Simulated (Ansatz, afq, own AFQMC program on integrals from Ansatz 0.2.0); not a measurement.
## BSiH2, doublet in cc-pVDZ, levels against CCSDT(Q)

```
atom   x (Å)    y (Å)    z (Å)
  Si  0.0000  -0.0051   0.5974
   B  0.0000  -0.0777  -1.2453
   H  0.0000   1.1507  -0.7576
   H  0.0000  -0.1747  -2.5317
```

Connectivity, by distances: Si–BH, 1 bridging H.

Basis cc-pVDZ. Noble-gas cores (and the filled d shells of Ga–Kr and In–Xe) are frozen. Ansatz 0.2.0 and our own AFQMC program on the same integrals; the CISD trial comes from CCSD amplitudes, and released means the phaseless constraint is let go. Error bars are statistical, one sigma.

Determinant: UHF, the one that the program's search chose, which needn't be the lowest solution. The geometry is a point of a scan.

No full CI on the walks' own integrals is used here; CCSDT(Q) serves as the reference and is uncertain by about the last step of the cluster series.

- T1 diagnostic: 0.0207
- weight of the determinant in the CISD state: 0.873
- ⟨S²⟩ of the determinant: 0.763
- size of the correlated space: 9 electrons in 36 orbitals

```csv
level,correlation energy (eV)
MP2,-4.2830
CCSD,-5.2171
CCSD(T),-5.4139
```

(1) Estimate where AFQMC with the constraint released lies against CCSD(T) on the same integrals.

(1) 3.6 ± 1.5 kJ/mol below CCSD(T).

Reference: CCSDT(Q), correlation energy -5.463 eV. The released energy is read at 2.40 1/Eh (meV from the phaseless value at times in 1/Eh: -20 ± 13 at 0.24, -26 ± 10 at 0.51, -10 ± 9 at 0.99, -21 ± 11 at 1.62, -9 ± 16 at 2.40).

| level | E − E(reference) (kJ/mol) | share of correlation (%) |
| --- | --- | --- |
| CCSD(T) | 4.7 | 99.11 |
| CCSDT | 1.1 | 99.78 |
| ph-AFQMC/CISD | 1.9 ± 1.4 | 99.64 |
| released AFQMC | 1.1 ± 1.5 | 99.80 |

A walk keeps the symmetry of its determinant, which the program's search chose and which needn't be the lowest solution, so a lower state of the same spin and another symmetry isn't excluded. Released energies are given only where the last usable release times agree within the noise; a slower fall can still hide under it.
